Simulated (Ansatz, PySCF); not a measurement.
Molecule: dihydrogen, H2, charge 0, multiplicity 1. 
Geometry from a B3LYP-D3(BJ)/def2-TZVP (Ansatz, an electronic-structure program) optimisation:
SMILES: [H][H]
```xyz
2

H      0.0000     0.0000    -0.3720
H      0.0000     0.0000     0.3720
```

Total electronic energies in hartree. Spin-orbit coupling is left out. Non-relativistic unless marked X2C. CBS(X,Y): correlation extrapolated as X^-3; Hartree-Fock from the larger set (for Q and 5 zeta extrapolated as (X+1)exp(-9√X)). [CCSD(T)-MP2]/basis is that difference in the basis named.

```tsv
level	program	energy (Eh)
HF/aug-cc-pVQZ	Ansatz	-1.13343
RI-HF/def2-QZVPP	Ansatz	-1.13353
BLYP-D3(BJ)/def2-TZVPD	Ansatz + dftd3	-1.16943
BP86-D3(BJ)/def2-TZVPD	PySCF + dftd3	-1.17770
BP86/def2-TZVPD	PySCF	-1.17759
M06-L-D4/def2-TZVPD	PySCF + dftd4	-1.17186
PBE0-D3(BJ)/def2-TZVP	Ansatz + dftd3	-1.16828
CAM-B3LYP-D3(BJ)/def2-TZVPD	Ansatz + dftd3	-1.17132
MP2/def2-SVP	Ansatz	-1.15522
MP2/aug-cc-pVQZ	Ansatz	-1.16670
MP2/CBS(def2-TZVPP,def2-QZVPP)	Ansatz	-1.1676
MP2/CBS(cc-pVQZ,cc-pV5Z)	Ansatz	-1.1678
RI-MP2/cc-pVTZ	Ansatz	-1.16461
SCS-MP2/aug-cc-pVTZ	Ansatz	-1.17139
SCS-MP2/aug-cc-pVQZ	Ansatz	-1.17335
CCSD/6-31G	Ansatz	-1.15170
CCSD/def2-QZVPPD	Ansatz	-1.17388
CCSD(T)/6-31G*	Ansatz	-1.15170
CCSD(T)/aug-cc-pVQZ	Ansatz	-1.17386
X2C-CCSD(T)/cc-pVTZ-DK	Ansatz	-1.17235
RI-MP2/CBS(aug-cc-pVTZ,aug-cc-pVQZ)+[CCSD(T)-MP2]/aug-cc-pVDZ	Ansatz	-1.1762
RI-MP2/CBS(aug-cc-pVTZ,aug-cc-pVQZ)+[CCSD(T)-MP2]/aug-cc-pVTZ	Ansatz	-1.1752
CCSD(T)/CBS(cc-pVQZ,cc-pV5Z)	Ansatz	-1.1745
```

Totals of different functionals don't rank their quality; only differences between species are comparable.
